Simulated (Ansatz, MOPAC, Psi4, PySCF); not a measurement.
Gas-phase reaction in SMILES: B(S)(C)S [methyl-bis(sulfanyl)borane] + 3 [H][H] (H2) -> B (BH3) + C (CH4) + 2 S (H2S)

Quantity: energy of full hydrogenation (enthalpy at 298 K), in kcal/mol. Terms: six Cartesian d functions in 6-31G* and its kin unless marked 5d; valence correlation only; dispersion terms only where a functional's name holds one; non-relativistic; spin-orbit terms left out. CBS marks a two-point X^-3 extrapolation of the correlation energy; Hartree-Fock from the larger set. Ab initio and DFT rows: single points at B3LYP-D3(BJ) geometries (Ansatz, a quantum-chemistry and plane-wave program), with unscaled harmonic terms from B3LYP/6-31G* (Ansatz) at its own minima. Semi-empirical rows: MOPAC heats of formation at their own minima for 298 K.

Coupled cluster (Ansatz) is a level with limits of its own, used here on species with T1 under 0.025 (0.045 for open shells) and stable references: CCSD(T)/CBS(cc-pV(T+d)Z,cc-pV(Q+d)Z).

Value to compare with, CCSD(T)/CBS(cc-pV(T+d)Z,cc-pV(Q+d)Z) (Ansatz): 33.7 kcal/mol.

```tsv
level	program	energy of full hydrogenation (enthalpy at 298 K) (kcal/mol)	difference
MNDO	MOPAC	51.9	18.2
SVWN5/6-31G*	Ansatz	46.0	12.3
PBE/STO-3G	Ansatz	69.3	35.6
BLYP/6-31G*	Ansatz	33.0	-0.7
BP86/6-31G* (5d)	PySCF	37.9	4.2
wB97X-D/6-31G*	Psi4	31.9	-1.8
B3LYP/def2-TZVPD	Ansatz	27.5	-6.2
wB97X-V/def2-TZVPD	Ansatz	31.6	-2.1
```

Among the 6 habitual levels, PBE/STO-3G lies farthest from CCSD(T)/CBS(cc-pV(T+d)Z,cc-pV(Q+d)Z) (Ansatz) (35.6 kcal/mol) and BLYP/6-31G* nearest (-0.7); 4 of 6 lie above it, and their mean absolute difference is 12.1 kcal/mol, the median 8.2. One case shows no general order.

The levels are drawn from those run, B3LYP/6-31G* more often than the rest, none by its result; left out are runs that failed, that the program found above a lower state of the same kind, or whose <S^2> lies over 0.5 above the pure value.
